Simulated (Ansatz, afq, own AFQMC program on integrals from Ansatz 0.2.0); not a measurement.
**Cl, doublet → Cl⁺, triplet, worked out**

A free Cl atom.

Both states at this geometry.

Basis cc-pVDZ. Noble-gas cores (and the filled d shells of Ga–Kr and In–Xe) are frozen. Integrals, coupled cluster, full CI and functionals: Ansatz 0.2.0; the random walks run on the same integrals in our own AFQMC program. ph-AFQMC/CISD is guided by a CISD state made of CCSD amplitudes; releasing the constraint for a short imaginary time cuts its bias at the price of noise, slowly where states lie close. ± is one standard error of the sampling.

Total energies in eV. CBS is CCSD(T) at the limit of def2-TZVPP/QZVPP (extrapolated itself); the highest rung of each member is named.

Cautions: Cl (doublet): the ph-AFQMC/CISD walk drifts between its halves (2.7 errors).

| member | count | CCSD(T)/cc-pVDZ | highest rung in cc-pVDZ | which | CCSD(T)/CBS |
| --- | --- | --- | --- | --- | --- |
| Cl⁺, triplet | +1 | -12493.9607 | -12493.9703 | FCI | -12496.3660 |
| Cl, doublet | -1 | -12506.3229 | -12506.3327 | FCI | -12509.3582 |

**Question.** Work out the best estimate of the vertical ionization energy: the CCSD(T)/CBS difference plus the step from CCSD(T) to the highest rung.

**Answer.** Sums with the counts: CCSD(T)/CBS 12.9922 eV, highest rung 12.3624 eV, CCSD(T)/cc-pVDZ 12.3622 eV. The step is 12.3624 − 12.3622 = 0.0002 eV, so the best estimate is 12.9922 + (0.0002) = 12.9924 eV = 299.6 kcal/mol. The basis set is worth 0.630 eV of it. Zero-point, core-correlation and spin–orbit terms aren't in it. Past Ne the Hartree–Fock part of each CBS total tends to overshoot, since the cores don't follow the formula; that largely cancels in the difference.

Best estimates are given only where the step beyond CCSD(T) is under 0.3 eV and no member's determinant is very poor (T1 over 0.05, or 0.07 for open shells, ⟨S²⟩ too high by 0.3, two states mixed), so the hardest cases are missing from such tables.

Each member of a difference takes its own highest rung, so a best estimate needn't equal the limit plus the step of one row.
